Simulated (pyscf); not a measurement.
This saddle point was located with ωB97X-D3(BJ)/def2-SVP in PySCF.

```xyz
5

F     -0.2236     0.7809    -0.1181
Ge    -1.5135    -0.6677     0.3440
F     -0.9533    -2.0182    -0.5997
H     -1.4806     0.8043    -0.3570
H     -1.1275    -1.1033     1.7782
```
Charge 0, spin multiplicity 1.

Surface: singlet, charge 0. Lowest wavenumbers (cm⁻¹): 1416i, 173, 474, 632, 666.

Question: Which two sides does it connect, and which bonds change?

Answer: F–GeH₂–F ⇌ HF + F–GeH: [singlet], a 1,1-elimination read from left to right: F–Ge, Ge–H broken and F–H formed. At CCSD(T)/def2-TZVPP + ΔMP2(QZVPP) it lies +65.6 kcal/mol from the left side and +21.7 kcal/mol from the right (each side as separated species at their lowest minima found). On the product side the descent ends in a bound adduct (not fully relaxed), 9.4 kcal/mol under the separated species and 28.4 kcal/mol under the saddle at ωB97X-D3(BJ)/def2-TZVP. One saddle was located; it need not be the lowest between these sides. The CCSD(T) − MP2 part came from Ansatz, without density fitting, on the same reference. The frozen core leaves the outer d or s,p core shells of the metals and heavy elements correlated in the MP2 and CC values, and def2-TZVPP describes them poorly, which can shift differences by a few kcal/mol. Elements up to Kr have no core potential and no relativistic terms here.
